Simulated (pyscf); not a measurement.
Structures and frequencies: ωB97X-D3(BJ)/def2-SVP in PySCF.

### Question
Estimate the classical barrier height and the reaction energy of H₃Si–GeH₃ (SMILES [SiH3][GeH3]) + O (SMILES [O]) [triplet] -> SiH₃• (SMILES [SiH3]) + •O–GeH₃ (SMILES [O][GeH3]) at ωB97M-D3(BJ)/def2-TZVP. The step runs on the triplet surface, breaks Ge–Si and forms Ge–O; take the separated reactants as zero.

### Answer
ΔE‡ = 0.25 eV, ΔE = -0.55 eV. Zero-point energy shifts the barrier by -0.02 eV. It is a substitution at Ge, with an imaginary mode of 531i cm⁻¹. SiH₃• + •O–GeH₃ also meet on a surface of lower spin, which isn't treated here. •O–GeH₃ lies 1.43 eV over its isomer HO–GeH₂• (electronic energy, ωB97M-D3(BJ)/def2-TZVP). One saddle was located; it need not be the lowest between these sides. The angle at the attacked Ge is 155°. Left out: the spin-orbit lowering of O. Elements up to Kr have no core potential and no relativistic terms here.
